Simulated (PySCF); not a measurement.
Static response to an electric field

Protonated nitrous oxide, HN2O (charge +1).
SMILES with atom numbers: `[NH:1]=[N+:2]=[O:3]` (hydrogens: H4 on N1)

Structure used (PBE0-D3(BJ)/def2-SVP), in Å, numbered top down from 1:
```
atom  x, y, z in Å
N1    -0.430   -0.016    0.529
N2     0.646    0.158    0.848
O3     1.717    0.200    1.200
H4    -1.254    0.460    0.123
```

Level: wB97X-D/def2-SVPD (PySCF), static field, nuclei fixed, core orbitals frozen in the response. The polarisability tensor in these axes (au):

```
x   28.39  1.42  5.70
y    1.42 10.90  0.37
z    5.70  0.37 12.31
```

**Question.** Diagonalise the tensor; give its mean and Δα, where Δα² is half the sum of the squared differences of the eigenvalues.

**Answer.** Principal values 10.48, 10.81 and 30.32 au; mean 17.20 au = 2.55 Å³ = 2.84 × 10⁻⁴⁰ C²·m²/J; Δα = 19.67 au (114 % of the mean).

**Question.** What depolarisation ratio follows for Rayleigh scattering of linearly polarised light, taking the static tensor?

**Answer.** ρ = 3Δα²/(45ᾱ² + 4Δα²) = 1161.2/(13315 + 1548.2) = 0.0781.

**Question.** Traceless (Buckingham) quadrupole moment about the centre of nuclear charge: eigenvalues?

**Answer.** -4.72, -4.60, 9.32 D·Å. The values depend on the origin, since the species is charged. The electronic extent ⟨r²⟩ about the same centre is 108 bohr², a root-mean-square distance of 1.17 Å for the 22 electrons.

**Question.** Sum over states: ᾱ = Σ f/ω², ω in Eh. What share falls to these 6 lowest TDDFT singlets (eV, f)? 5.78, 0.0005; 6.67, 0.0044; 7.09, 0.0019; 10.89, 0.0003; 11.10, 0.0706; 11.54, 0.9436.

**Answer.** They add up to 5.78 au, 33.6 % of the 17.20 au; the largest single term is 5.24 au, from the state at 11.54 eV. Terms in order: 0.01, 0.07, 0.03, 0.00, 0.42, 5.24 au. Higher excitations give the rest. The strengths listed sum to 1.021.

Isolated species at its PBE0-D3(BJ)/def2-SVP geometry, gas phase.

wB97X-D is run here without its empirical dispersion term; that term would change no orbital, density or response property at a fixed geometry.
